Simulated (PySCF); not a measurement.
Calculation: B3LYP-D3(BJ)/def2-TZVP in PySCF 2.14.0. Gas-phase values, no solvent. One relaxed conformer stands for a flexible species; it need not be the lowest. B3LYP has the VWN-RPA correlation part, as in Gaussian. Delta-SCF ions had no search for a lower state. 

Reference species (SMILES): `S` (neutral, multiplicity 1).

```yaml
vertical ionisation energy (Delta-SCF): 10.41 eV
```

Changed species: `NS` (X = amino; the reference has X = H).

Task: Give the shifts of the vertical ionisation energy (Delta-SCF).

Result: the vertical ionisation energy (Delta-SCF) falls by 0.68 eV, to 9.73 eV.
